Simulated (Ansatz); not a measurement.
Born–Oppenheimer molecular dynamics of C2H10Si (13 atoms, charge 0, multiplicity 1). It starts from a rough guess of a transition structure, not a stationary point.

All numbers below come from Ansatz, UKS PBE-D4/6-31G.

| Quantity | Value |
| --- | --- |
| ensemble | NVE (velocity Verlet) |
| time step | 0.5 fs |
| steps asked | 150 |
| starting velocities drawn for | 300 K |
| seed | 994510 |

First frame:

```xyz
13
Properties=species:S:1:pos:R:3
Si -0.609 -0.539 -0.192
H 1.173 -0.761 -0.750
H -0.817 -1.532 -1.231
H -2.007 -0.097 0.103
C 0.078 -0.892 1.534
H 0.892 0.167 -0.895
C 0.132 1.347 -0.967
H -0.728 -0.973 2.255
H 0.629 -1.825 1.557
H 0.747 -0.109 1.876
H -0.725 1.998 -0.781
H 0.963 1.839 -0.463
H 0.271 1.376 -2.047
```

Q: How far do the bonds stretch over the last three quarters of this one trajectory? (Pairs bonded in most of those frames.)

A: 
```csv
bond,mean (Å),spread (Å),shortest,longest
Si1–H3,1.549,0.070,1.43,1.64
Si1–H4,1.532,0.051,1.45,1.61
Si1–C5,1.953,0.081,1.83,2.08
Si1–C7,1.953,0.111,1.78,2.11
H2–H6,0.771,0.074,0.66,0.87
C5–H8,1.104,0.014,1.08,1.13
C5–H9,1.105,0.014,1.08,1.13
C5–H10,1.107,0.021,1.07,1.14
C7–H11,1.106,0.021,1.07,1.14
C7–H12,1.108,0.022,1.07,1.15
C7–H13,1.105,0.023,1.07,1.14
```

Mean temperature of the second half: 2074 K. The conserved energy stayed within 0.59 meV per atom of its start (net change -0.53 meV per atom), so the integration is sound. The system heated up, since it started high on the potential surface and ran downhill. A run of 0.075 ps of so small a system gives no equilibrium averages. The orbitals stay closed-shell, which can raise the energy where a bond breaks towards radicals; this wasn't checked here. Limits of this set-up: no polarisation functions.

Run time: 8.7 min on 1 thread of Intel(R) Xeon(R) Platinum 8259CL CPU @ 2.50GHz (Skylake/Cascade Lake), on a shared host, peak memory 0.14 GiB.
